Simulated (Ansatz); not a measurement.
# CH2Al+ (triplet): the correlation ladder, def2-TZVPP

One table from this session's results is given with a row withheld; the runs are named, their logs left out.

The runs use Ansatz 0.2.0, Gaussian basis; def2-TZVPP, core rule «outside noble gas», up to 6 orbitals frozen.

Plan: UHF; ROHF; CCSD(T) on UHF.

### The geometry

The geometry is a PBE0/def2-TZVP stationary point (not a proven minimum) of the parent state, kept for this charge and spin.

4 atoms, charge 1, spin multiplicity 3.

Atoms are counted from 1 here; the program's logs count them from 0.

Bond lengths: Al1–C2 1.923 Å, Al1–H3 1.613 Å, C2–H4 1.088 Å. Angles: C2–Al1–H3 117.5°, Al1–C2–H4 152.8°.

The first run:

in.yaml reads:

```yaml
crystal:
  periodic: [false, false, false]
  atoms:
    - {symbol: Al, position_ang: [0.000000, -0.074388, 0.613390]}
    - {symbol: C, position_ang: [0.000000, 0.010117, -1.308029]}
    - {symbol: H, position_ang: [0.000000, 1.321704, 1.420502]}
    - {symbol: H, position_ang: [0.000000, 0.549036, -2.253748]}
basis:
  gaussian: {orbitals: def2-TZVPP}
total_charge: 1
magnetization: {spin_polarized: true, initial_magnetization: 2}
hamiltonian: {xc: hf}
output: {orbitals: {seedname: orbitals}}
```

On the command line:

```sh
ansatz run in.yaml --threads 1 --pin off --events-out ev --progress --plain --max-ram 2816MiB --backend cpu
```

Steps of the session up to this table: UHF; ROHF; CCSD(T) on UHF.

One table of the session follows, with a row left open; its other results are not shown here.

```
  method  from UCCSD(T) (kJ/mol)
    ROHF                       ?
     UHF                  +507.6
    UMP2                   +95.0
   UCCSD                   +16.3
UCCSD(T)                       0
```

Q: Estimate the row for ROHF from the others.

The run gave: from UCCSD(T) (kJ/mol): +531.0. In the column «from UCCSD(T) (kJ/mol)» it is the highest.
